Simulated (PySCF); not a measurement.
How good is the calculation?

Geometry:
```json
{"atom": "C1", "x (Å)": "2.074", "y (Å)": "-0.606", "z (Å)": "0.112"}
{"atom": "C2", "x (Å)": "0.987", "y (Å)": "0.106", "z (Å)": "-0.679"}
{"atom": "C3", "x (Å)": "-0.420", "y (Å)": "0.138", "z (Å)": "-0.050"}
{"atom": "C4", "x (Å)": "-1.347", "y (Å)": "0.896", "z (Å)": "-1.003"}
{"atom": "C5", "x (Å)": "-0.958", "y (Å)": "-1.282", "z (Å)": "0.142"}
{"atom": "C6", "x (Å)": "-0.394", "y (Å)": "0.862", "z (Å)": "1.298"}
{"atom": "H7", "x (Å)": "2.231", "y (Å)": "-0.150", "z (Å)": "1.101"}
{"atom": "H8", "x (Å)": "1.840", "y (Å)": "-1.670", "z (Å)": "0.270"}
{"atom": "H9", "x (Å)": "3.035", "y (Å)": "-0.561", "z (Å)": "-0.423"}
{"atom": "H10", "x (Å)": "1.300", "y (Å)": "1.149", "z (Å)": "-0.863"}
{"atom": "H11", "x (Å)": "0.903", "y (Å)": "-0.359", "z (Å)": "-1.677"}
{"atom": "H12", "x (Å)": "-0.998", "y (Å)": "1.930", "z (Å)": "-1.158"}
{"atom": "H13", "x (Å)": "-2.373", "y (Å)": "0.944", "z (Å)": "-0.605"}
{"atom": "H14", "x (Å)": "-1.391", "y (Å)": "0.406", "z (Å)": "-1.989"}
{"atom": "H15", "x (Å)": "-0.964", "y (Å)": "-1.837", "z (Å)": "-0.811"}
{"atom": "H16", "x (Å)": "-0.355", "y (Å)": "-1.855", "z (Å)": "0.863"}
{"atom": "H17", "x (Å)": "-1.992", "y (Å)": "-1.260", "z (Å)": "0.522"}
{"atom": "H18", "x (Å)": "0.222", "y (Å)": "0.329", "z (Å)": "2.038"}
{"atom": "H19", "x (Å)": "0.010", "y (Å)": "1.882", "z (Å)": "1.193"}
{"atom": "H20", "x (Å)": "-1.410", "y (Å)": "0.946", "z (Å)": "1.716"}
```

The experiment to reproduce: δ ¹H H10/H11 1.21; H12/H13/H14/H15/H16/H17/H18/H19/H20 0.86; H7/H8/H9 0.82 ppm (measured; solution, not stated in the table (CDCl3 in this author's series); The use of chemical shift calculations in the conformational analysis of substituted benzenes, New J. Chem. 2019 (ESI)).

Gas phase, equivalent nuclei averaged, one computed conformer, relativity neglected. GIAO PBE0/pcSseg-1 shieldings; PBE0-D3(BJ)/def2-SVP geometry; PySCF 2.14.0 with density-fitted response routines.

**Question.** Set the calculated values beside the experiment.

**Answer.** 
Reference values: measured (solution, not stated in the table (CDCl3 in this author's series); The use of chemical shift calculations in the conformational analysis of substituted benzenes, New J. Chem. 2019 (ESI)).
```json
{"atoms": "H10/H11", "quantity": "δ ¹H", "reference": "1.21", "computed": "1.09", "computed, scaled": "1.23"}
{"atoms": "H12/H13/H14/H15/H16/H17/H18/H19/H20", "quantity": "δ ¹H", "reference": "0.86", "computed": "0.88", "computed, scaled": "1.04"}
{"atoms": "H7/H8/H9", "quantity": "δ ¹H", "reference": "0.82", "computed": "0.92", "computed, scaled": "1.08"}
```

Computed shifts are σ(ref) − σ with the named reference compound (TMS for H and C) calculated as an isolated molecule at the same level. The measured values may be among those fitted. Shieldings were converted by linear fits to measured shifts (mostly CDCl3, TMS scale, for H and C): ¹H (scatter 0.21 ppm rms, 0.22 ppm with the 3 outliers that the fit left out). Occasional misses reach two or three times the rms, and more in compound classes unlike the fitted ones.

**Question.** How far are the unscaled ¹H shifts from the references?

**Answer.** Mean signed difference +0.00 ppm, mean absolute 0.08 ppm over 3 comparisons; the largest is -0.12 ppm at H10/H11 (hydrogen on an sp3 CH2).
